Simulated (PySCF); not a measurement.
Molecule: SMILES [PH4+], [H₄P]+.

Molfile (atoms numbered from 1):
```
H4P
     RDKit          3D

  5  4  0  0  0  0  0  0  0  0999 V2000
   -0.0227    0.0150   -0.0201 P   0  0  0  0  0  0  0  0  0  0  0  0
   -0.7917   -0.8582   -0.8145 H   0  0  0  0  0  0  0  0  0  0  0  0
    0.2973   -0.6169    1.1977 H   0  0  0  0  0  0  0  0  0  0  0  0
   -0.7609    1.1867    0.2390 H   0  0  0  0  0  0  0  0  0  0  0  0
    1.1638    0.3487   -0.7024 H   0  0  0  0  0  0  0  0  0  0  0  0
  1  2  1  0
  1  3  1  0
  1  4  1  0
  1  5  1  0
M  CHG  1   1   1
M  END
```

Geometry PBE0-D3(BJ)/def2-SVP throughout; GIAO in PySCF, gas phase, one conformer, non-relativistic; equivalent atoms averaged; functional PBE0.

**Question.** How do the shifts δ (against H3PO4, TMS at the same level) depend on the basis set? (ppm; last column core-seconds on 1 thread of an Intel Xeon Platinum 8488C, shared host)

**Answer.** 
```tsv
basis set	functions	P1	H2/H3/H4/H5	core-s
STO-3G	13	-166.4	5.23	0.5
6-31G	21	-196.2	5.59	0.9
6-31G*	26	-99.1	6.09	1
def2-SVP	38	-138.3	5.98	1.1
6-311+G(2d,p)	59	-139.7	6.19	1.9
def2-TZVP	61	-139.4	6.22	2
```

**Question.** Which nucleus moves most, in ppm?

**Answer.** P1 (phosphorus bonded to 4 H): from -196.2 ppm with 6-31G to -99.1 ppm with 6-31G*. The smallest spread is 0.99 ppm, at H2/H3/H4/H5.

**Question.** Taking the largest basis, def2-TZVP (61 functions), as the yardstick, rank the others by their worst heavy-atom deviation.

**Answer.** 6-311+G(2d,p) 0.3 ppm (59 functions), def2-SVP 1.1 ppm (38 functions), STO-3G 27.0 ppm (13 functions), 6-31G* 40.3 ppm (26 functions), 6-31G 56.8 ppm (21 functions).

A small basis that lands close on one nucleus may do so by chance; judge by the trend and by all nuclei.
